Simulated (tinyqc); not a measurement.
Inside a calculation. Method: UKS/PBE in the sto-6g basis, for CH2, spin multiplicity 3. One step of it, computed by the program tinyqc.

Problem. Iteration 2: building the Kohn-Sham matrix. J_ij = sum D_kl (ij|kl) with D = D(alpha) + D(beta); F = H + J + V_xc; E = tr D H + tr D J / 2 + E_xc + E_nn.

D(alpha) after iteration 1:
```
            1C 1s      1C 2s     1C 2px     1C 2py     1C 2pz      2H 1s      3H 1s
1C 1s    1.032173  -0.229481  -0.005651  -0.015059  -0.090431   0.031093   0.019862
1C 2s   -0.229481   1.007356  -0.077077   0.006466   0.107199  -0.105404   0.004265
1C 2px  -0.005651  -0.077077   0.878242  -0.048835  -0.025663   0.032585   0.113830
1C 2py  -0.015059   0.006466  -0.048835   1.016459  -0.012563  -0.095195   0.104055
1C 2pz  -0.090431   0.107199  -0.025663  -0.012563   0.758158  -0.019122   0.027796
2H 1s    0.031093  -0.105404   0.032585  -0.095195  -0.019122   0.348069  -0.040057
3H 1s    0.019862   0.004265   0.113830   0.104055   0.027796  -0.040057   0.226404
```

D(beta) after iteration 1:
```
            1C 1s      1C 2s     1C 2px     1C 2py     1C 2pz      2H 1s      3H 1s
1C 1s    0.770245  -0.213637  -0.057234   0.005955   0.018478   0.027186  -0.053614
1C 2s   -0.213637   0.897112   0.051882  -0.144260  -0.081461  -0.058365  -0.026536
1C 2px  -0.057234   0.051882   0.614804   0.358399   0.103561  -0.021999   0.122768
1C 2py   0.005955  -0.144260   0.358399   0.257026   0.035802   0.018736   0.087209
1C 2pz   0.018478  -0.081461   0.103561   0.035802   0.161240  -0.016495  -0.014408
2H 1s    0.027186  -0.058365  -0.021999   0.018736  -0.016495   0.306029  -0.023024
3H 1s   -0.053614  -0.026536   0.122768   0.087209  -0.014408  -0.023024   0.190974
```

core Hamiltonian H = T + V (hartree):
```
             1C 1s      1C 2s     1C 2px     1C 2py     1C 2pz      2H 1s      3H 1s
1C 1s   -18.626667  -4.278394   0.000000   0.000000  -0.009087  -0.408495  -0.408495
1C 2s    -4.278394  -5.352809   0.000000   0.000000  -0.098456  -1.181029  -1.181029
1C 2px    0.000000   0.000000  -4.327076   0.000000   0.000000   0.000000   0.000000
1C 2py    0.000000   0.000000   0.000000  -4.413250   0.000000  -0.971837   0.971837
1C 2pz   -0.009087  -0.098456   0.000000   0.000000  -4.356925  -0.584456  -0.584456
2H 1s    -0.408495  -1.181029   0.000000  -0.971837  -0.584456  -2.725480  -0.161272
3H 1s    -0.408495  -1.181029   0.000000   0.971837  -0.584456  -0.161272  -2.725480
```

Two-electron integrals (ij|kl) in chemists' order, unique and non-zero (hartree):
```
(11|11) 3.543743    (21|11) 0.529462    (21|21) 0.100317    (22|11) 0.853596
(22|21) 0.199930    (22|22) 0.624844    (31|31) 0.021271    (32|31) 0.031868
(32|32) 0.138108    (33|11) 0.853598    (33|21) 0.199930    (33|22) 0.624843
(33|33) 0.673218    (41|41) 0.021271    (42|41) 0.031868    (42|42) 0.138108
(43|43) 0.036281    (44|11) 0.853598    (44|21) 0.199930    (44|22) 0.624843
(44|33) 0.600655    (44|44) 0.673218    (51|51) 0.021271    (52|51) 0.031868
(52|52) 0.138108    (53|53) 0.036281    (54|54) 0.036281    (55|11) 0.853598
(55|21) 0.199930    (55|22) 0.624843    (55|33) 0.600655    (55|44) 0.600655
(55|55) 0.673218    (61|11) 0.052502    (61|21) 0.009595    (61|22) 0.018876
(61|33) 0.018807    (61|41) 0.000543    (61|42) 0.001066    (61|44) 0.018960
(61|51) 0.000319    (61|52) 0.000627    (61|54) 0.000090    (61|55) 0.018860
(61|61) 0.000943    (62|11) 0.156710    (62|21) 0.037419    (62|22) 0.132882
(62|33) 0.129513    (62|41) 0.003254    (62|42) 0.023662    (62|44) 0.137019
(62|51) 0.001915    (62|52) 0.013926    (62|54) 0.004418    (62|55) 0.132113
(62|61) 0.003713    (62|62) 0.041575    (63|31) 0.003551    (63|32) 0.019363
(63|43) 0.004355    (63|53) 0.002563    (63|63) 0.004373    (64|11) 0.128494
(64|21) 0.031047    (64|22) 0.116344    (64|33) 0.110859    (64|41) 0.005783
(64|42) 0.037826    (64|44) 0.125321    (64|51) 0.001314    (64|52) 0.010866
(64|54) 0.005948    (64|55) 0.112852    (64|61) 0.003196    (64|62) 0.042946
(64|64) 0.047890    (65|11) 0.075625    (65|21) 0.018273    (65|22) 0.068474
(65|33) 0.065246    (65|41) 0.001314    (65|42) 0.010866    (65|44) 0.068631
(65|51) 0.004324    (65|52) 0.025758    (65|54) 0.006347    (65|55) 0.071544
(65|61) 0.001881    (65|62) 0.025276    (65|64) 0.025612    (65|65) 0.019447
(66|11) 0.342418    (66|21) 0.083210    (66|22) 0.336334    (66|33) 0.321155
(66|41) 0.007469    (66|42) 0.075786    (66|44) 0.354975    (66|51) 0.004396
(66|52) 0.044603    (66|54) 0.019905    (66|55) 0.332870    (66|61) 0.008312
(66|62) 0.145940    (66|64) 0.164822    (66|65) 0.097005    (66|66) 0.774999
(71|11) 0.052502    (71|21) 0.009595    (71|22) 0.018876    (71|33) 0.018807
(71|41) -0.000543   (71|42) -0.001066   (71|44) 0.018960    (71|51) 0.000319
(71|52) 0.000627    (71|54) -0.000090   (71|55) 0.018860    (71|61) 0.000913
(71|62) 0.003459    (71|64) 0.002761    (71|65) 0.001761    (71|66) 0.007688
(71|71) 0.000943    (72|11) 0.156710    (72|21) 0.037419    (72|22) 0.132882
(72|33) 0.129513    (72|41) -0.003254   (72|42) -0.023662   (72|44) 0.137019
(72|51) 0.001915    (72|52) 0.013926    (72|54) -0.004418   (72|55) 0.132113
(72|61) 0.003459    (72|62) 0.026847    (72|64) 0.020828    (72|65) 0.015925
(72|66) 0.070338    (72|71) 0.003713    (72|72) 0.041575    (73|31) 0.003551
(73|32) 0.019363    (73|43) -0.004355   (73|53) 0.002563    (73|63) 0.002533
(73|73) 0.004373    (74|11) -0.128494   (74|21) -0.031047   (74|22) -0.116344
(74|33) -0.110859   (74|41) 0.005783    (74|42) 0.037826    (74|44) -0.125321
(74|51) -0.001314   (74|52) -0.010866   (74|54) 0.005948    (74|55) -0.112852
(74|61) -0.002761   (74|62) -0.020828   (74|64) -0.014292   (74|65) -0.012178
(74|66) -0.053781   (74|71) -0.003196   (74|72) -0.042946   (74|74) 0.047890
(75|11) 0.075625    (75|21) 0.018273    (75|22) 0.068474    (75|33) 0.065246
(75|41) -0.001314   (75|42) -0.010866   (75|44) 0.068631    (75|51) 0.004324
(75|52) 0.025758    (75|54) -0.006347   (75|55) 0.071544    (75|61) 0.001761
(75|62) 0.015925    (75|64) 0.012178    (75|65) 0.011785    (75|66) 0.043490
(75|71) 0.001881    (75|72) 0.025276    (75|74) -0.025612   (75|75) 0.019447
(76|11) 0.019403    (76|21) 0.004658    (76|22) 0.017332    (76|33) 0.016867
(76|44) 0.017370    (76|51) 0.000387    (76|52) 0.003080    (76|55) 0.017760
(76|61) 0.000450    (76|62) 0.004762    (76|64) 0.004360    (76|65) 0.003178
(76|66) 0.015798    (76|71) 0.000450    (76|72) 0.004762    (76|74) -0.004360
(76|75) 0.003178    (76|76) 0.000718    (77|11) 0.342418    (77|21) 0.083210
(77|22) 0.336334    (77|33) 0.321155    (77|41) -0.007469   (77|42) -0.075786
(77|44) 0.354975    (77|51) 0.004396    (77|52) 0.044603    (77|54) -0.019905
(77|55) 0.332870    (77|61) 0.007688    (77|62) 0.070338    (77|64) 0.053781
(77|65) 0.043490    (77|66) 0.199326    (77|71) 0.008312    (77|72) 0.145940
(77|74) -0.164822   (77|75) 0.097005    (77|76) 0.015798    (77|77) 0.774999
```

nuclear repulsion = 4.32346471 hartree

V_xc(alpha) (hartree):
```
            1C 1s      1C 2s     1C 2px     1C 2py     1C 2pz      2H 1s      3H 1s
1C 1s   -2.289075  -0.298353   0.001623   0.000631   0.001058  -0.030708  -0.030749
1C 2s   -0.298353  -0.619064   0.005348   0.001348  -0.009809  -0.126218  -0.124392
1C 2px   0.001623   0.005348  -0.617977   0.003187   0.000838   0.000738   0.000029
1C 2py   0.000631   0.001348   0.003187  -0.628457   0.000957  -0.111459   0.108801
1C 2pz   0.001058  -0.009809   0.000838   0.000957  -0.610689  -0.066048  -0.064567
2H 1s   -0.030708  -0.126218   0.000738  -0.111459  -0.066048  -0.396824  -0.015158
3H 1s   -0.030749  -0.124392   0.000029   0.108801  -0.064567  -0.015158  -0.362644
```

V_xc(beta) (hartree):
```
            1C 1s      1C 2s     1C 2px     1C 2py     1C 2pz      2H 1s      3H 1s
1C 1s   -2.095600  -0.264762   0.000442   0.004057   0.001656  -0.027138  -0.027459
1C 2s   -0.264762  -0.524054  -0.011855   0.022389   0.011610  -0.107104  -0.106707
1C 2px   0.000442  -0.011855  -0.550382  -0.038196  -0.012240  -0.006450   0.000937
1C 2py   0.004057   0.022389  -0.038196  -0.514920  -0.003264  -0.094714   0.095351
1C 2pz   0.001656   0.011610  -0.012240  -0.003264  -0.506865  -0.055468  -0.052388
2H 1s   -0.027138  -0.107104  -0.006450  -0.094714  -0.055468  -0.383838  -0.012920
3H 1s   -0.027459  -0.106707   0.000937   0.095351  -0.052388  -0.012920  -0.337918
```

E_xc = sum of w rho eps_xc = -5.73012141 hartree

Give: Coulomb J; F(alpha); F(beta); total energy of this density.

Solution.

Coulomb J (hartree):
```
         1C 1s   1C 2s  1C 2px  1C 2py  1C 2pz  2H 1s   3H 1s
1C 1s   10.927   2.041  -0.003  -0.007   0.002  0.197   0.197
1C 2s    2.041   5.099  -0.001  -0.020   0.038  1.079   1.074
1C 2px  -0.003  -0.001   5.106   0.020   0.007  0.003  -0.002
1C 2py  -0.007  -0.020   0.020   5.116   0.006  0.945  -0.939
1C 2pz   0.002   0.038   0.007   0.006   5.075  0.562   0.555
2H 1s    0.197   1.079   0.003   0.945   0.562  2.889   0.140
3H 1s    0.197   1.074  -0.002  -0.939   0.555  0.140   2.794
```

F(alpha) (hartree):
```
         1C 1s   1C 2s  1C 2px  1C 2py  1C 2pz   2H 1s   3H 1s
1C 1s   -9.989  -2.536  -0.001  -0.006  -0.006  -0.242  -0.242
1C 2s   -2.536  -0.873   0.004  -0.018  -0.070  -0.228  -0.231
1C 2px  -0.001   0.004   0.161   0.024   0.008   0.004  -0.002
1C 2py  -0.006  -0.018   0.024   0.074   0.007  -0.138   0.141
1C 2pz  -0.006  -0.070   0.008   0.007   0.107  -0.089  -0.094
2H 1s   -0.242  -0.228   0.004  -0.138  -0.089  -0.233  -0.036
3H 1s   -0.242  -0.231  -0.002   0.141  -0.094  -0.036  -0.294
```

F(beta) (hartree):
```
         1C 1s   1C 2s  1C 2px  1C 2py  1C 2pz   2H 1s   3H 1s
1C 1s   -9.796  -2.502  -0.002  -0.003  -0.006  -0.239  -0.239
1C 2s   -2.502  -0.778  -0.013   0.003  -0.049  -0.209  -0.213
1C 2px  -0.002  -0.013   0.229  -0.018  -0.005  -0.003  -0.001
1C 2py  -0.003   0.003  -0.018   0.188   0.003  -0.121   0.128
1C 2pz  -0.006  -0.049  -0.005   0.003   0.211  -0.078  -0.082
2H 1s   -0.239  -0.209  -0.003  -0.121  -0.078  -0.220  -0.034
3H 1s   -0.239  -0.213  -0.001   0.128  -0.082  -0.034  -0.269
```

total energy of this density = -35.13735 hartree

This density is a damped mixture and is not idempotent.
